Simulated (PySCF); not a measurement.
PySCF input (PBE/def2-SVP):

```python
import numpy as np, basis_set_exchange as bse
from pyscf import gto, scf, dft, df

basis = {'C': gto.basis.parse(bse.get_basis('def2-SVP', elements=['C'], fmt='nwchem')), 'F': gto.basis.parse(bse.get_basis('def2-SVP', elements=['F'], fmt='nwchem')), 'H': gto.basis.parse(bse.get_basis('def2-SVP', elements=['H'], fmt='nwchem'))}
mol = gto.M(
    atom='''
    C     0.00439699    0.00529408    0.50425813
    F    -0.01696785    1.10243765   -0.30214647
    F     0.01189880   -1.10854091   -0.27918568
    H    -0.90251824   -0.00024261    1.11129806
    H     0.92175780    0.02340746    1.09514257
    ''',
    basis=basis,
    charge=0,
    verbose=4,
    max_memory=7359,
)
mf = dft.RKS(mol, xc='pbe')
mf = mf.density_fit(auxbasis=df.autoaux(mol))
mf.conv_tol = 1e-9
mf.max_cycle = 100
mf.grids.atom_grid = (150, 974)
mf.grids.prune = None
print('smallest overlap eigenvalue', np.linalg.eigvalsh(mol.intor('int1e_ovlp'))[0])
mf.kernel()
dip = mf.dip_moment()
```

Output:

```
PySCF version 2.14.0

[INPUT] verbose = 4
[INPUT] num. atoms = 5
[INPUT] num. electrons = 26
[INPUT] charge = 0
[INPUT] spin (= nelec alpha-beta = 2S) = 0
[INPUT] symmetry False subgroup None
[INPUT] Mole.unit = angstrom
[INPUT] Symbol           X                Y                Z      unit          X                Y                Z       unit  Magmom
[INPUT]  1 C      0.004396990000   0.005294080000   0.504258130000 AA    0.008309106872   0.010004361282   0.952909761785 Bohr   0.0
[INPUT]  2 F     -0.016967850000   1.102437650000  -0.302146470000 AA   -0.032064589423   2.083305227909  -0.570974077804 Bohr   0.0
[INPUT]  3 F      0.011898800000  -1.108540910000  -0.279185680000 AA    0.022485473211  -2.094838717776  -0.527584473100 Bohr   0.0
[INPUT]  4 H     -0.902518240000  -0.000242610000   1.111298060000 AA   -1.705512296024  -0.000458466455   2.100048976160 Bohr   0.0
[INPUT]  5 H      0.921757800000   0.023407460000   1.095142570000 AA    1.741869795182   0.044233688672   2.069519524652 Bohr   0.0

nuclear repulsion = 76.9879429486616
number of shells = 24
number of NR pGTOs = 86
number of NR cGTOs = 52
basis = {'C': [[0, [1238.4016938, 0.0054568832082], [186.29004992, 0.040638409211], [42.251176346, 0.18025593888], [11.676557932, 0.46315121755], [3.5930506482, 0.44087173314]], [0, [0.40245147363, 1.0]], [0, [0.13090182668, 1.0]], [1, [9.4680970621, 0.038387871728], [2.0103545142, 0.21117025112], [0.54771004707, 0.51328172114]], [1, [0.15268613795, 1.0]], [2, [0.8, 1.0]]], 'F': [[0, [2894.832599, -0.0053408255515], [435.4193912, -0.039904258866], [98.843328866, -0.17912768038], [27.485198001, -0.46758090825], [8.5405498171, -0.4465313102]], [0, [1.0654578038, 1.0]], [0, [0.33247346748, 1.0]], [1, [22.696633924, -0.045212874436], [4.9872339257, -0.23754317067], [1.3491613954, -0.51287353587]], [1, [0.34829881977, 1.0]], [2, [1.4, 1.0]]], 'H': [[0, [13.010701, 0.019682158], [1.9622572, 0.13796524], [0.44453796, 0.47831935]], [0, [0.12194962, 1.0]], [1, [0.8, 1.0]]]}
ecp = {}
ETB for H: l = 0, exps = 0.24389924 * 1.8^n , n = 0..8
ETB for H: l = 1, exps = 0.92194962 * 2^n , n = 0..1
ETB for H: l = 2, exps = 1.6 * 2.2^n , n = 0..0
ETB for F: l = 0, exps = 0.66494693496 * 1.8^n , n = 0..13
ETB for F: l = 1, exps = 0.6807722872499999 * 1.8^n , n = 0..10
ETB for F: l = 2, exps = 0.69659763954 * 1.8^n , n = 0..9
ETB for F: l = 3, exps = 1.74829881977 * 2.2^n , n = 0..1
ETB for C: l = 0, exps = 0.26180365336 * 1.8^n , n = 0..13
ETB for C: l = 1, exps = 0.28358796463 * 1.8^n , n = 0..10
ETB for C: l = 2, exps = 0.3053722759 * 1.8^n , n = 0..9
ETB for C: l = 3, exps = 0.95268613795 * 2.2^n , n = 0..1
smallest overlap eigenvalue 0.015130342749937466

******** <class 'pyscf.df.df_jk.DFRKS'> ********
method = DFRKS
initial guess = minao
damping factor = 0
level_shift factor = 0
DIIS = <class 'pyscf.scf.diis.CDIIS'>
diis_start_cycle = 1
diis_space = 8
diis_damp = 0
SCF conv_tol = 1e-09
SCF conv_tol_grad = None
SCF max_cycles = 100
direct_scf = False
XC library pyscf.dft.libxc version 7.1.2
    S. Lehtola, C. Steigemann, M. J. T. Oliveira, and M. A. L. Marques,  SoftwareX 7, 1–5 (2018)
XC functionals = pbe
    J. P. Perdew, K. Burke, and M. Ernzerhof,  Phys. Rev. Lett. 77, 3865 (1996)
    J. P. Perdew, K. Burke, and M. Ernzerhof,  Phys. Rev. Lett. 78, 1396 (1997)
    J. P. Perdew, K. Burke, and M. Ernzerhof,  Phys. Rev. Lett. 77, 3865 (1996)
    J. P. Perdew, K. Burke, and M. Ernzerhof,  Phys. Rev. Lett. 78, 1396 (1997)
radial grids:
    Treutler-Ahlrichs [JCP 102, 346 (1995); DOI:10.1063/1.469408] (M4) radial grids

becke partition: Becke, JCP 88, 2547 (1988); DOI:10.1063/1.454033
pruning grids: None
grids dens level: 3
symmetrized grids: False
atomic radii adjust function: <function treutler_atomic_radii_adjust>
User specified grid scheme (150, 974)
small_rho_cutoff = 0
Set gradient conv threshold to 3.16228e-05
Initial guess from minao.
tot grids = 730504
init E= -238.730387946486
  HOMO = -0.34934541945046  LUMO = 0.0447683927085003  gap/eV = 10.72438
cycle= 1 E= -238.486701846025  delta_E= 0.244  |g|= 0.655  |ddm|= 2.09
  HOMO = -0.214980950000248  LUMO = 0.0337327556304308  gap/eV = 6.76784
cycle= 2 E= -238.315213424504  delta_E= 0.171  |g|= 1.22  |ddm|= 1.24
  HOMO = -0.277743929917107  LUMO = 0.0583902781937962  gap/eV = 9.14668
cycle= 3 E= -238.554629542515  delta_E= -0.239  |g|= 0.0537  |ddm|= 0.817
  HOMO = -0.285473616915009  LUMO = 0.0513461593423172  gap/eV = 9.16533
cycle= 4 E= -238.555232216399  delta_E= -0.000603  |g|= 0.0218  |ddm|= 0.062
  HOMO = -0.282838707877219  LUMO = 0.0526241633444684  gap/eV = 9.12841
cycle= 5 E= -238.555345426549  delta_E= -0.000113  |g|= 0.00417  |ddm|= 0.0229
  HOMO = -0.283165295069416  LUMO = 0.0526586124468307  gap/eV = 9.13823
cycle= 6 E= -238.555348663654  delta_E= -3.24e-06  |g|= 0.000236  |ddm|= 0.00334
  HOMO = -0.283149042264534  LUMO = 0.0526777566746213  gap/eV = 9.13831
cycle= 7 E= -238.555348674867  delta_E= -1.12e-08  |g|= 1.79e-05  |ddm|= 0.000209
  HOMO = -0.283150395354707  LUMO = 0.0526767939982107  gap/eV = 9.13832
cycle= 8 E= -238.55534867491  delta_E= -4.3e-11  |g|= 2.13e-06  |ddm|= 1.11e-05
  HOMO = -0.283150958886013  LUMO = 0.0526764529195578  gap/eV = 9.13833
Extra cycle  E= -238.555348674911  delta_E= -1.08e-12  |g|= 1.07e-06  |ddm|= 2.46e-06
converged SCF energy = -238.555348674911
Dipole moment(X, Y, Z, Debye):  0.01485,  0.01787,  1.70257
```
